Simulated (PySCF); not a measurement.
# Working out the electron affinity of Al

Al- [Ne] 3s2 3p2 (3P) → Al [Ne] 3s2 3p1 (2P). All numbers are calculated (PySCF 2.14, no relativity, point nucleus, in def2-QZVPPD (10s6p5d2f1g, 76 functions)). Frozen: 1s2. Energies in hartree (1 hartree = 27.21139 eV):

```
             part  Al- (lower)   Al (upper)
              UHF  -241.878219  -241.880676
MP2 opposite-spin    -0.159678    -0.154021
    MP2 same-spin    -0.058959    -0.052485
```

Task: What does Hartree-Fock give?

Result: (-241.880676) − (-241.878219) = -0.002457 hartree = -0.067 eV.

Task: What do MP2 and SCS-MP2 (6/5 opposite-spin, 1/3 same-spin) give?

Result: The opposite-spin parts differ by 0.154 eV and the same-spin parts by 0.176 eV. MP2: -0.067 + (0.154) + (0.176) = 0.263 eV. SCS-MP2: -0.067 + 1.2 × (0.154) + (0.176)/3 = 0.176 eV.

A first-order spin-orbit estimate adds -0.003 eV to MP2 (valence and next inner shell), giving 0.260 eV against 0.433 eV (measured; photodetachment measurements, as compiled on the Wikipedia data page of electron affinities).

What remains against the reference includes basis incompleteness, the frozen core and correlation beyond second order.
